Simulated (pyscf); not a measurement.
Single points on ωB97X-D3(BJ)/def2-SVP structures (PySCF, gas phase).

Question: F–W(F)(=S)(SH)–Cl (SMILES [F][W]([F])(=[S])([SH])[Cl]) → F–W(F)(=S)=S (SMILES [F][W]([F])(=[S])=[S]) + HCl (SMILES Cl)
Surface: singlet. Broken: H–S, Cl–W. Formed: Cl–H. Give ΔE‡ and ΔE from ωB97M-D3(BJ)/def2-TZVP, relative to the reactant's lowest minimum found.

Answer: ΔE‡ = 27.3 kcal/mol, ΔE = +12.9 kcal/mol. Zero-point energy shifts the barrier by -3.0 kcal/mol. It is an elimination, with an imaginary mode of 953i cm⁻¹. On the reactant side the descent ends in a point that may be a rotor saddle (no frequency run), 2.0 kcal/mol over the lowest minimum found and 25.9 kcal/mol under the saddle at ωB97X-D3(BJ)/def2-TZVP. This is the saddle that the search found; another between the same sides may lie lower. Elements past Kr carry the def2 core potentials, without spin-orbit coupling.
